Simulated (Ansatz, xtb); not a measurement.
**Redistribution: C3H3F3 + C3H6F2 → C3H4F2 + C3H5F3**

Species: C3H3F3 `F/C=C(/F)CF`, singlet; C3H6F2 `CC(F)CF`, singlet; C3H4F2 `C=C(F)CF`, singlet; C3H5F3 `CC(F)C(F)F`, singlet. The partners trade F for H; both sit on C, so the bond types are kept.

Shapes, held fixed at every level: PBE0-D4/def2-TZVP. Flexible molecules stand in one conformer, not always the lowest. Programs: Ansatz 0.2.0, xtb 6.7.1. Electronic energies: no zero-point or thermal term.

| level | kind | ΔE (kJ/mol) | less CCSD(T)/CBS estimate | CPU time (sum over the molecules) |
| --- | --- | --- | --- | --- |
| GFN1-xTB | semi-empirical | -38.0 | +20.1 | 0.15 s |
| r2SCAN-D4/def2-TZVPP | meta-GGA | -58.5 | -0.4 | 47 s |
| B3LYP-D4/def2-TZVPP | global hybrid | -52.4 | +5.7 | 42 s |
| PBE0-D4/def2-TZVPP | global hybrid | -54.2 | +3.9 | 27 s |
| wB97M-V/def2-TZVPP | range-separated hybrid | -58.3 | -0.2 | 1.7 min |
| wB97X-V/def2-TZVPP | range-separated hybrid | -57.5 | +0.6 | 70 s |
| CCSD/def2-TZVPP | coupled cluster or CI | -59.7 | -1.6 | – |
| CCSD(T)/CBS estimate | coupled cluster or CI | -58.1 | 0.0 | 33 min |

The highest level, CCSD(T)/CBS estimate, gives ΔE = -58.1 kJ/mol; the levels span -59.7 to -38.0. The column of differences is taken from that level and isn't an error. No measured value is set beside it here. The CBS estimate extrapolates MP2 from def2-TZVPP and def2-QZVPP and adds CCSD(T) − MP2 in the triple-zeta set, cores frozen. Times are processor times on shared x86 and Arm servers, and rough.
